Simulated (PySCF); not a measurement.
```xyz
4

F      1.2197    -0.5117     0.0360
B      0.0000     0.0000     0.0000
F     -1.0528    -0.8009    -0.0315
F     -0.1669     1.3126    -0.0045
```

Charge 0, multiplicity 1.

Task: Give the Mulliken and meta-Löwdin atomic charges from PySCF with PBE-D3(BJ)/def2-TZVP // PBE-D3(BJ)/def2-SVP.

Result: 
```tsv
atom	Mulliken (e)	meta-Löwdin (e)
F1	-0.19	-0.27
B2	0.57	0.80
F3	-0.19	-0.27
F4	-0.19	-0.27
```
